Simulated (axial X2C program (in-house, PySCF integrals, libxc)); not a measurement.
## Low determinants of NaSi⁻ at the PBE0 level, with spin–orbit coupling

Calculated with an axial X2C code built on PySCF integrals. Two-component (2c) means X2C with spin–orbit coupling and atomic mean-field two-electron Coulomb and Gaunt terms. Basis: Si dyall-av3z [9s8p3d2f], Na dyall-av3z [10s9p5d2f] (cores contracted in-house); Gaussian nuclei, density fitting, unrestricted open shells. Masses: Si 27.977 u, Na 22.990 u.

Search at 2.903 Å (vertical energies from the lowest determinant):

```csv
ΔE (eV),state,electrons beyond evenly filled partner blocks,"electrons in ±ω = 1/2, 3/2, 5/2, 7/2"
0.00,Ω = 1,"ω = -1/2, ω = 3/2",21 5 0 0
0.25,Ω = 2,"ω = 1/2, ω = 3/2",21 5 0 0
0.71,Ω = 0,"3 × ω = 1/2, ω = -3/2",21 5 0 0
0.96,Ω = 0,none,22 4 0 0
0.98,Ω = 0,none,20 6 0 0
1.08,Ω = 1,2 × ω = 1/2,22 4 0 0
1.10,Ω = 3,2 × ω = 3/2,20 6 0 0
```

Lowest determinant, Ω = 1 (⟨Sz⟩ = 1.00, ⟨Lz⟩ = 0.00 at PBE0): Re = 2.891 Å, ωe = 192.0 cm⁻¹.

The determinant in row 2 of the search, Ω = 2 (⟨Sz⟩ = 2.00, ⟨Lz⟩ = 0.00 at PBE0), was followed along the bond at PBE0; measured from the minimum of the lowest determinant it gives:

Te = 0.251 eV (2028 cm⁻¹), Re = 2.935 Å, ωe = 173.7 cm⁻¹.

Compare the bond of the determinant in row 2 with that of the lowest one.

At PBE0 its Re is 0.044 Å longer and its force constant, which goes as ωe², is 0.82 times that of the lowest determinant. T0 ≈ Te + Δωe/2 = 2028 + (-9) = 2019 cm⁻¹.

The search compares states at one distance, so a state with another bond length can lie lower; it is not exhaustive and yields mostly the lowest determinant of each block pattern, so other components and higher states of one pattern are missing. These are energies of single determinants, not of spin-adapted states; PBE0 term energies can be off by some tenths of an eV, and the functional has no current term. Open-shell Ω = 0 determinants with evenly filled partner blocks cannot be reached by this program, so the Ω shown need not be the lowest component. The lowest determinant need not be the ground state where others lie within half an eV. For an anion, determinants above electron detachment are held by the basis set. The highest occupied level of some functionals is positive through self-interaction error; at Hartree–Fock it is bound. Row 1 has a positive highest level at its minimum. Row 2 has a positive highest level at its minimum.
